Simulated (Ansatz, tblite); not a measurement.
How well does each level of theory give the Voigt–Reuss–Hill shear modulus of wurtzite AlN?

Reference value: 133 GPa (measured, temperature not stated, no zero-point or thermal correction, Hill average of measured single-crystal constants; as tabulated in Oses et al. (2018), arXiv:1811.08464).

What do GFN1-xTB, LDA, PBE, r²SCAN+rVV10, HSE06 give, and how far is each from the reference?


```tsv
level (code)	value (GPa)	cell (Å³/atom)	difference (%)
GFN1-xTB (tblite)	45.0	12.96	-66
LDA (Ansatz)	124	10.21	-6.8
PBE (Ansatz)	121	10.65	-9.0
r²SCAN+rVV10 (Ansatz)	132	10.37	-0.8
HSE06 (Ansatz)	131	10.37	-1.5
```

The reference's temperature isn't stated, so close values are not ranked against it. Off by more than 25 %, or 35 % on the side where a correction would as a rule narrow the miss (bounds picked here): GFN1-xTB (-66 %).

The measured value isn't corrected to a static lattice, so vibrations enter the comparison. A static lattice is as a rule stiffer than a warm one, by over a tenth in soft solids.  GFN1-xTB: the method was fitted mainly to molecules. GFN1-xTB: the run uses a supercell at the zone centre in place of a k mesh. Each level is taken at its own relaxed cell. Cutoffs and k meshes differ between the levels. Ansatz's density-functional and Hartree–Fock values are scalar-relativistic unless marked +SOC, with PAW data made under PBE.

Differences are worked out from the printed values.

Ansatz is a program for electronic structure.
